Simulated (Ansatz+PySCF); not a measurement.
singlet C₂H₄: levels of theory in one basis

```xyz
6

C     0.0000    0.0000   -0.6653
C     0.0000    0.0000    0.5323
H     0.0000   -0.9311   -1.2403
H     0.0000    0.9311   -1.2403
H     0.0000   -0.9311    1.1073
H     0.0000    0.9311    1.1073
```

Basis set: STO-3G (spherical functions). Correlated methods keep 2 orbitals frozen. Charge 0, multiplicity 1.

Computed with Ansatz (development build ahead of 0.2.0); each method stands on the lowest determinant of its kind that the runs found.

```json
{"method": "RHF", "E − E(RHF) (eV)": "0.00", "<S²> of the determinant": "0.00"}
{"method": "RHF-CCSD", "E − E(RHF) (eV)": "-3.95", "<S²> of the determinant": "–"}
{"method": "RHF-CCSD(T)", "E − E(RHF) (eV)": "-3.96", "<S²> of the determinant": "–"}
{"method": "full CI (lowest root of this spin)", "E − E(RHF) (eV)": "-3.97", "<S²> of the determinant": "–"}
```

Problem. What does RHF-MP2 give on the same scale?

Solution. -2.98 eV.

Problem. Is a single determinant a sound starting point here?

Solution. By this sign, yes. Unrestricted orbitals gain 0.00 eV and <S²> is 0.00 against 0.00 for a pure state.
